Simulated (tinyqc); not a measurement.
Pariser-Parr-Pople SCF with singles CI, for the molecule C=CC=C (SMILES; centres numbered as the heavy atoms are written), step by step. One step of it, computed by the program tinyqc.

Task: Singles CI, singlets. Over the 4 single excitations with the smallest orbital gaps: A = (e_a - e_i) delta + 2 (ia|jb) - (ij|ab), with (pq|rs) = sum c_mp c_mq gamma_mn c_nr c_ns. f = 2/3 w |mu|^2 in atomic units, mu = sqrt2 sum c_ia sum_m c_mi c_ma R_m.

orbital energies (eV): -14.048679  -10.746710  -0.593289  2.708679

coefficients:
```
         MO1        MO2        MO3        MO4
1C  0.406514   0.578573   0.578573  -0.406514
2C  0.578573   0.406514  -0.406514   0.578573
3C  0.578573  -0.406514  -0.406514  -0.578573
4C  0.406514  -0.578573   0.578573   0.406514
```

repulsion gamma_rs (eV), lower triangle:
```
           1C         2C         3C         4C
1C  12.620000
2C   7.970647  12.620000
3C   5.373149   7.974236  12.620000
4C   3.714649   5.373149   7.970647  12.620000
```

Centres (angstrom, eV; a flat drawing with bonds scaled to 1.40 angstrom):
```
centre          x          y  core charge z          W   gamma_rr
1C      -1.848000  -0.127000              1  11.980000  12.620000
2C      -0.559000   0.421000              1  11.980000  12.620000
3C       0.559000  -0.421000              1  11.980000  12.620000
4C       1.848000   0.127000              1  11.980000  12.620000
```

Give: singlet CI matrix; singlet excitation energies; oscillator strengths.

Result:

singlet CI matrix (eV), lower triangle:
```
       2>3     1>3    2>4     1>4
2>3  5.765
1>3  0.000   7.917
2>4  0.000  -0.192  7.917
1>4  0.524   0.000  0.000  10.203
```

singlet excitation energies (eV): 5.704  7.724  8.109  10.264

oscillator strengths: 1.216  0.000  0.000  0.180
